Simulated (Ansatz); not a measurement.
in.yaml

```yaml
crystal:
  periodic: [false, false, false]
  atoms:
    - {symbol: Cl, position_ang: [0.000000, 0.000000, -1.594667]}
    - {symbol: H, position_ang: [0.000000, 0.000000, 0.302333]}
    - {symbol: O, position_ang: [0.000000, 0.000000, 1.292333]}
basis:
  gaussian: {orbitals: cc-pVDZ, point_charges: [{charge: 0.50, position_ang: [2.966, 0.556, 0.357]}]}
magnetization: {spin_polarized: false, initial_magnetization: 2}
correlation: {active_space: {window: {electrons: 8, orbitals: 7}}}
output: {forces: true}
```

```sh
$ ansatz run in.yaml --threads 1 --pin off --events-out ev --progress --plain --max-ram 2393MiB
```

Log:

```
365 factors; integrals over basis functions are off by at most 1.5e-3 eV
mean field evaluation 1: about -14540.2788 eV, gradient 5.0e1 eV
mean field evaluation 2: about -14540.2904 eV, gradient 5.0e1 eV
mean field evaluation 4: about -14545.1886 eV, gradient 4.7e1 eV
mean field evaluation 8: about -14545.1887 eV, gradient 4.7e1 eV
mean field evaluation 16: about -14551.8094 eV, gradient 1.1e-2 eV
mean field evaluation 32: about -14553.7124 eV, gradient 1.3e-1 eV
mean field evaluation 64: about -14553.7955 eV, gradient 5.2e-1 eV
mean field evaluation 96: about -14553.8353 eV, gradient 6.8e-2 eV
mean field evaluation 128: about -14553.8120 eV, gradient 3.0e-2 eV
mean field evaluation 160: about -14553.8218 eV, gradient 2.1e-1 eV
mean field evaluation 192: about -14553.7169 eV, gradient 1.3e-2 eV
mean field evaluation 224: about -14553.8383 eV, gradient 5.5e-2 eV
mean field evaluation 256: about -14548.0946 eV, gradient 7.0e0 eV
mean field evaluation 288: about -14553.8448 eV, gradient 2.5e-2 eV
mean field evaluation 320: about -14553.8421 eV, gradient 1.8e-1 eV
mean field evaluation 352: about -14553.7662 eV, gradient 1.8e0 eV
mean field evaluation 384: about -14553.6682 eV, gradient 3.5e-1 eV
mean field evaluation 416: about -14536.6885 eV, gradient 6.1e1 eV
mean field -14553.84482266 eV, -534.8439322824 hartree, gradient 2.8e-6 eV, S^2 2.000000; 25 other end points of the search recorded, 0 dependent functions left out
reference -14553.84482266 eV, -534.8439322824 hartree; 14, 12 occupied and 23, 25 virtual orbitals, 365 factors
state -14555.16450735 eV, -534.8924298002 hartree
the calculation of the forces begins
Total energy: -14555.16450735 eV, -534.8924298002 hartree
Atom 0 at     0.000000     0.000000    -1.594667 Å, force    -0.049152    -0.009214    -1.207933 eV/Å
Atom 1 at     0.000000     0.000000     0.302333 Å, force    -0.041043    -0.007694     1.058170 eV/Å
Atom 2 at     0.000000     0.000000     1.292333 Å, force     0.128882     0.024160     0.076022 eV/Å
Dipole moment:    -0.034251    -0.006421    -0.382112 e Å
```

Natural occupations: 1.9987 1.9866 1.9739 1.0010 1.0000 0.0265 0.0132.

Forces (eV/Å):
```
Cl  -0.049 -0.009 -1.208
H   -0.041 -0.008  1.058
O    0.129  0.024  0.076
```

Ran on 1 thread of Intel Xeon Platinum 8175M, shared host: 21 s wall, 0.17 GiB peak host memory.
